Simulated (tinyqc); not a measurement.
Pariser-Parr-Pople SCF with singles CI, for the molecule c1ccsc1 (SMILES; centres numbered as the heavy atoms are written), step by step. Computed by tinyqc, a small Python program that keeps every step. Settings: charge = 0, gamma = MN, start = huckel, damping = 0, iteration cap = 80, excitations kept = 4. Command: `OMP_NUM_THREADS=1 python tinyqc.py 29479 29480 out.jsonl` (the two numbers bound the seeds that draw the settings). One thread of a shared host (Intel(R) Xeon(R) Processor @ 2.60GHz), about 0.01 s of CPU time with the checks. Later iterations appear only in the table of the cycle.

## PPP integrals

Centres (angstrom, eV; a flat drawing with bonds scaled to 1.40 angstrom):
```
centre          x          y  core charge z          W   gamma_rr
1C       1.191000   0.000000              1  11.160000  11.130000
2C       0.368000   1.133000              1  11.160000  11.130000
3C      -0.963000   0.700000              1  11.160000  11.130000
4S      -0.963000  -0.700000              2  22.000000  13.000000
5C       0.368000  -1.133000              1  11.160000  11.130000
```

Resonance integrals (eV):
```
i  j       beta
1  2  -2.390000
2  3  -2.390000
3  4  -2.020000
4  5  -2.020000
5  1  -2.390000
```

Mataga-Nishimoto: gamma = 14.399645/(R + a), a = 2 x 14.399645/(gamma_rr + gamma_ss); H_rr = -W_r - sum_(s != r) z_s gamma_rs; H_rs = beta for bonds.

repulsion gamma_rs (eV), lower triangle:
```
           1C         2C         3C         4S         5C
1C  11.130000
2C   5.344818  11.130000
3C   4.046371   5.346212  11.130000
4S   4.163681   4.163220   5.552194  13.000000
5C   5.344818   4.045107   4.045936   5.552920  11.130000
```

core matrix H (eV), lower triangle:
```
            1C          2C          3C          4S          5C
1C  -34.223368
2C   -2.390000  -34.222577
3C    0.000000   -2.390000  -35.702907
4S    0.000000    0.000000   -2.020000  -41.432014
5C   -2.390000    0.000000    0.000000   -2.020000  -35.701701
```

## Starting guess

pi electrons, sum of z_r less the charge = 6

Orbitals of the Hueckel matrix of the beta values.

P at the start, lower triangle:
```
           1C         2C         3C        4S        5C
1C   1.185525
2C   0.632739   1.185525
3C  -0.227346   0.667082   1.191603
4S  -0.261797  -0.261797   0.633457  1.245743
5C   0.667082  -0.227346  -0.255610  0.633457  1.191603
```

## Iteration 1: Fock matrix

F_rr = H_rr + P_rr gamma_rr / 2 + sum_(s != r) P_ss gamma_rs; F_rs = H_rs - P_rs gamma_rs / 2; E = tr P (H + F) / 2 + core repulsion sum_(r<s) z_r z_s gamma_rs.

F (eV), lower triangle:
```
           1C         2C         3C          4S         5C
1C  -4.912056
2C  -4.080937  -4.911683
3C   0.459962  -4.173180  -6.198733
4S   0.545020   0.544959  -3.778538  -10.230045
5C  -4.172715   0.459818   0.517092   -3.778768  -6.199774
```

pi energy = -82.290394 eV

## Iteration 1: orbitals and new P

Diagonalise F (the basis is taken as orthonormal) and form P = 2 sum c c over the lowest orbitals.

orbital energies (eV): -14.232271  -10.036085  -9.262055  -0.636658  1.714777

P after iteration 1, lower triangle:
```
           1C         2C         3C        4S        5C
1C   1.076612
2C   0.612775   1.076604
3C  -0.111071   0.733040   1.145385
4S  -0.262654  -0.262582   0.525835  1.555928
5C   0.733017  -0.111096  -0.390739  0.525838  1.145470
```

## Iteration 2: Fock matrix

As before.

F (eV), lower triangle:
```
           1C         2C         3C         4S         5C
1C  -5.242397
2C  -4.027585  -5.242286
3C   0.224717  -4.349493  -5.943397
4S   0.546803   0.546594  -3.479769  -9.633566
5C  -4.348921   0.224698   0.790452  -3.479967  -5.943783
```

pi energy = -83.123521 eV

## Iteration 2: orbitals and new P

As before.

orbital energies (eV): -13.620389  -10.166646  -9.316340  -0.269595  1.367541

P after iteration 2, lower triangle:
```
           1C         2C         3C        4S        5C
1C   1.078920
2C   0.595507   1.078895
3C  -0.107022   0.749214   1.124971
4S  -0.257689  -0.257624   0.508184  1.592200
5C   0.749190  -0.107028  -0.391607  0.508207  1.125014
```

## Convergence

Stop when output and input P, before any damping, agree to 1e-7.

Course of the cycle:
```
iteration        E (eV)  largest |P(out) - P(in)|
1          -82.29039409                  3.10e-01
2          -83.12352068                  3.63e-02
3          -83.14190698                  8.85e-03
4          -83.14400071                  3.83e-03
5          -83.14437946                  1.78e-03
6          -83.14445714                  8.21e-04
7          -83.14447349                  3.78e-04
8          -83.14447694                  1.74e-04
9          -83.14447767                  8.01e-05
10         -83.14447783                  3.68e-05
11         -83.14447786                  1.70e-05
12         -83.14447787                  7.80e-06
13         -83.14447787                  3.59e-06
14         -83.14447787                  1.65e-06
15         -83.14447787                  7.59e-07
16         -83.14447787                  3.49e-07
17         -83.14447787                  1.61e-07
18         -83.14447787                  7.39e-08
```

Converged in 18 iterations.

## Converged orbitals

Charges are z - P_rr.

orbital energies (eV): -13.557219  -10.116463  -9.357059  -0.258897  1.351793

coefficients:
```
         MO1        MO2        MO3        MO4        MO5
1C  0.333149  -0.551271   0.353573  -0.291681  -0.612389
2C  0.333177  -0.551437  -0.353267  -0.291453   0.612509
3C  0.426717  -0.039758  -0.612433   0.562382  -0.353531
4S  0.643292   0.623606  -0.000171  -0.444175   0.000054
5C  0.426724  -0.039402   0.612465   0.562505   0.353310
```

pi charges: 1C -0.079804, 2C -0.079776, 3C -0.117485, 4S 0.394583, 5C -0.117519

## Singles CI, singlets

Over the 4 single excitations with the smallest orbital gaps: A = (e_a - e_i) delta + 2 (ia|jb) - (ij|ab), with (pq|rs) = sum c_mp c_mq gamma_mn c_nr c_ns. f = 2/3 w |mu|^2 in atomic units, mu = sqrt2 sum c_ia sum_m c_mi c_ma R_m.

singlet CI matrix (eV), lower triangle:
```
           3>4        2>4       3>5       2>5
3>4   6.017657
2>4  -0.000352   6.290427
3>5   0.000547  -0.847735  7.219018
2>5   0.253318  -0.000087  0.000064  7.822018
```

singlet excitation energies (eV): 5.788169  5.982768  7.721276  7.856907

oscillator strengths: 0.074122  0.339968  0.931384  0.377250

## Singles CI, triplets

Over the 4 single excitations with the smallest orbital gaps: A = (e_a - e_i) delta - (ij|ab), with (pq|rs) = sum c_mp c_mq gamma_mn c_nr c_ns.

triplet CI matrix (eV), lower triangle:
```
           3>4       2>4        3>5       2>5
3>4   2.778699
2>4   0.000066  4.040600
3>5  -0.000176  0.582817   4.807432
2>5   0.582817  0.000250  -0.000148  5.226960
```

triplet excitation energies (eV): 2.647038  3.726389  5.121643  5.358621
